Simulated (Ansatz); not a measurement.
A calculation with Ansatz (development build ahead of 0.2.0).

```yaml
crystal:
  periodic: [false, false, false]
  atoms:
    - { symbol: C, position_ang: [0.0, 0.0, -0.82033] }
    - { symbol: C, position_ang: [0.0, 0.0, 0.82033] }
    - { symbol: H, position_ang: [0.0, -1.10588, -1.25832] }
    - { symbol: H, position_ang: [-0.95772, 0.55294, -1.25832] }
    - { symbol: H, position_ang: [0.95772, 0.55294, -1.25832] }
    - { symbol: H, position_ang: [0.0, 1.10588, 1.25832] }
    - { symbol: H, position_ang: [-0.95772, -0.55294, 1.25832] }
    - { symbol: H, position_ang: [0.95772, -0.55294, 1.25832] }
basis:
  gaussian: { orbitals: def2-TZVP }
hamiltonian:
  xc: hf
```

The input is written out in the form of the current development build from the run's settings.

Output:

```yaml
Converged: yes
Total_energy: -79.21590 hartree
Spin_squared_of_the_determinant: 0.000
```

Caution: no unrestricted run beside it, a lower state can exist.
